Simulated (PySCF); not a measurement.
Spectrum to structure. Computed with TDDFT CAM-B3LYP/def2-SVPD, vertical, gas phase, core orbitals frozen in the response in PySCF 2.14.0, density-fitted response routines. Geometries: PBE0-D3(BJ)/def2-SVP, one conformer each. Atoms past krypton carry core potentials; spin–orbit coupling is left out.

```csv
state,E (eV),λ (nm),f
S1,7.68,161.4,0.0043
S2,8.41,147.4,0.098
S3,8.51,145.7,0.065
S4,8.59,144.3,0.176
S5,8.65,143.4,0.168
S6,8.76,141.6,0.030
S7,8.87,139.7,0.059
S8,8.93,138.8,0.062
S9,9.05,137.0,0.046
S10,9.19,134.8,0.0001
S11,9.32,133.1,0.0012
S12,9.45,131.2,0.094
S13,9.67,128.3,0.0062
S14,9.82,126.3,0.175
S15,9.82,126.2,0.076
```

Problem. Which candidate is it?
A. BiH2Me, `[CH3][BiH2]`
B. GeEtH3, `[CH2](C)[GeH3]`
C. 2-propynal, `O=CC#C`

Solution. B. Its S1, at 7.68 eV, is the highest among the candidates; the nearest of the others has S1 at 5.81 eV. S1 is HOMO→LUMO (88%), HOMO→LUMO+1 (10%). Löwdin shares by element: HOMO carbon 47%, germanium 24%, hydrogen 7% or more (atoms not listed hold the other 22%); LUMO germanium 46%, carbon 18%, hydrogen 7% or more (atoms not listed hold the other 29%). At the same level the other candidates give, for their lowest levels:
- `C#CC=O`: 3.88 eV (f 0.000); 4.91 eV (f 0.000); 5.81 eV (f 0.104); 6.88 eV (f 0.000); 7.46 eV (f 0.005); T1 3.27 eV; HOMO -9.79, LUMO -1.12 eV
- `[H][Bi]([H])[CH3]`: 5.81 eV (f 0.081); 6.14 eV (f 0.052); 6.16 eV (f 0.159); 7.06 eV (f 0.075); 7.10 eV (f 0.001); T1 4.88 eV; HOMO -8.40, LUMO 0.46 eV
Triplets come from the Tamm–Dancoff approximation.
